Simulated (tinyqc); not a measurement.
Worked calculation: LCCD on RHF in the sto-6g basis, frozen core, for BH3, spin multiplicity 1. One step of it, computed by the program tinyqc.

Question. Orthogonalisation. S = U s U^T; symmetric (Loewdin) form X = U s^(-1/2) U^T, so that X^T S X = 1.

overlap S, lower triangle:
```
,1B 1s,1B 2s,1B 2px,1B 2py,1B 2pz,2H 1s,3H 1s,4H 1s
1B 1s,1.000000
1B 2s,0.264891,1.000000
1B 2px,0.000000,0.000000,1.000000
1B 2py,0.000000,0.000000,0.000000,1.000000
1B 2pz,0.000000,0.000000,0.000000,0.000000,1.000000
2H 1s,0.048690,0.399516,0.432782,0.000000,0.000000,1.000000
3H 1s,0.048699,0.399554,-0.216258,0.374912,0.000000,0.069832,1.000000
4H 1s,0.048699,0.399554,-0.216258,-0.374912,0.000000,0.069832,0.069746,1.000000
```

Give: eigenvalues of S; X.

Answer.

eigenvalues of S: 0.3425  0.4338  0.4340  0.9615  1.0000  1.4962  1.4965  1.8355

X, lower triangle:
```
,1B 1s,1B 2s,1B 2px,1B 2py,1B 2pz,2H 1s,3H 1s,4H 1s
1B 1s,1.0313
1B 2s,-0.1663,1.2811
1B 2px,0.0000,0.0000,1.1447
1B 2py,0.0000,0.0000,0.0000,1.1449
1B 2pz,0.0000,0.0000,0.0000,0.0000,1.0000
2H 1s,0.0234,-0.2610,-0.2854,0.0000,0.0000,1.1786
3H 1s,0.0234,-0.2610,0.1426,-0.2473,0.0000,-0.0122,1.1786
4H 1s,0.0234,-0.2610,0.1426,0.2473,0.0000,-0.0122,-0.0123,1.1786
```
